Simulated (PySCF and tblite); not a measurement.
The numbers below are computed, except where a source is named.
3-chlorofuran, C4H3ClO, numbered as in [Cl:1][c:2]1[cH:3][cH:4][o:5][cH:6]1.

Classical Langevin dynamics with GFN2-xTB (tblite), gas phase: time step 1.5 fs, H mass 4 u, friction 0.005 fs⁻¹, 400 steps to settle and 8000 to sample, one trajectory a temperature from the lowest conformer.

GIAO shieldings at PBE0/pcSseg-1 (PySCF) on 17 frames a temperature; like atoms are averaged, and of two unlike H on one atom a is the less shielded at the minimum.

(1) How far do thermal motions move the shieldings from their values at the minimum?

(2) What do the single frames at 900 K give for H3?

Changes within two standard errors are not significant.

The study took 8.6 min on 1 thread of Intel Xeon @ 2.60GHz, shared host (rough), peak memory 0.67 GiB, launched as `OMP_NUM_THREADS=1 python ens_run.py task.json out`.

Results:

(1) 
```json
{"signal": "Cl1", "σ at minimum (ppm)": "831.9", "Δσ, 300 K": "-11.5 ± 5.5", "Δσ, 600 K": "-31.4 ± 9.9", "Δσ, 900 K": "-18.9 ± 6.2"}
{"signal": "C2", "σ at minimum (ppm)": "57.2", "Δσ, 300 K": "-1.3 ± 1.5", "Δσ, 600 K": "-5.8 ± 1.7", "Δσ, 900 K": "-4.4 ± 3.2"}
{"signal": "C3", "σ at minimum (ppm)": "67.4", "Δσ, 300 K": "-1.7 ± 1.3", "Δσ, 600 K": "-7.1 ± 1.9", "Δσ, 900 K": "-2.4 ± 2.4"}
{"signal": "C4", "σ at minimum (ppm)": "39.9", "Δσ, 300 K": "-0.9 ± 0.9", "Δσ, 600 K": "-3.8 ± 2.5", "Δσ, 900 K": "-4.2 ± 2.6"}
{"signal": "O5", "σ at minimum (ppm)": "37.5", "Δσ, 300 K": "-4.4 ± 3.1", "Δσ, 600 K": "-16.0 ± 6.3", "Δσ, 900 K": "-13.1 ± 7.2"}
{"signal": "C6", "σ at minimum (ppm)": "42.2", "Δσ, 300 K": "-0.4 ± 1.4", "Δσ, 600 K": "-5.3 ± 1.8", "Δσ, 900 K": "-5.4 ± 2.7"}
{"signal": "H3", "σ at minimum (ppm)": "25.08", "Δσ, 300 K": "-0.08 ± 0.13", "Δσ, 600 K": "-0.40 ± 0.18", "Δσ, 900 K": "-0.46 ± 0.16"}
{"signal": "H4", "σ at minimum (ppm)": "24.26", "Δσ, 300 K": "-0.11 ± 0.14", "Δσ, 600 K": "-0.47 ± 0.19", "Δσ, 900 K": "-0.08 ± 0.23"}
{"signal": "H6", "σ at minimum (ppm)": "24.21", "Δσ, 300 K": "-0.08 ± 0.12", "Δσ, 600 K": "-0.33 ± 0.22", "Δσ, 900 K": "-0.47 ± 0.28"}
```

Errors are standard errors over frames. Zero-point motion is missing, and a reference compound would move too.

(2) 
| t (fs) | V above the minimum, tight binding (kcal/mol) | E above it, DFT (kcal/mol) | torsions (°) | σ (ppm) |
| --- | --- | --- | --- | --- |
| 952 | 15.5 | 16.7 | none | 23.69 |
| 1658 | 28.8 | 29.9 | none | 25.32 |
| 2364 | 22.8 | 22.9 | none | 24.47 |
| 3070 | 26.0 | 29.3 | none | 23.59 |
| 3776 | 20.9 | 20.8 | none | 25.76 |
| 4482 | 24.3 | 26.0 | none | 24.38 |
| 5188 | 17.6 | 18.5 | none | 25.57 |
| 5894 | 15.1 | 15.3 | none | 24.62 |
| 6600 | 17.8 | 19.1 | none | 24.18 |
| 7306 | 23.0 | 26.2 | none | 24.73 |
| 8012 | 24.7 | 25.3 | none | 24.06 |
| 8718 | 13.2 | 12.9 | none | 24.14 |
| 9424 | 19.4 | 21.3 | none | 23.98 |
| 10130 | 13.6 | 17.4 | none | 25.36 |
| 10836 | 16.3 | 16.7 | none | 24.51 |
| 11542 | 7.8 | 7.9 | none | 24.62 |
| 12248 | 30.3 | 32.4 | none | 25.44 |
